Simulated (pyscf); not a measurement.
PySCF, gas phase, ωB97X-D3(BJ)/def2-SVP geometries.

Question: S=Mo(=S)(Cl)–Cl (SMILES [S]=[Mo](=[S])([Cl])[Cl]) + NH₃ (SMILES N) -> H₂N–Mo(=S)(=S)–Cl (SMILES [NH2][Mo](=[S])(=[S])[Cl]) + HCl (SMILES Cl)
Surface: singlet. Broken: Cl–Mo, H–N. Formed: Mo–N, Cl–H. Give ΔE‡ and ΔE from PBE0-D3(BJ)/def2-TZVP, relative to the separated reactants.

Answer: ΔE‡ = 0.76 eV, ΔE = +0.46 eV. ωB97M-D3(BJ)/def2-TZVP gives 0.85 eV and +0.40 eV. Zero-point energy shifts the barrier by -0.06 eV. It is a four-centre exchange, with an imaginary mode of 501i cm⁻¹. On the reactant side the descent ends in an adduct with a Mo–N contact, 0.80 eV under the separated species and 1.63 eV under the saddle at ωB97X-D3(BJ)/def2-TZVP. On the product side the descent ends in a complex, 0.21 eV under the separated species and 0.54 eV under the saddle at ωB97X-D3(BJ)/def2-TZVP. What is counted as formed (Mo–N) is already present as a longer contact in the reactant adduct; forming that adduct is a step of its own. One saddle was located; it need not be the lowest between these sides. Elements past Kr carry the def2 core potentials, without spin-orbit coupling.
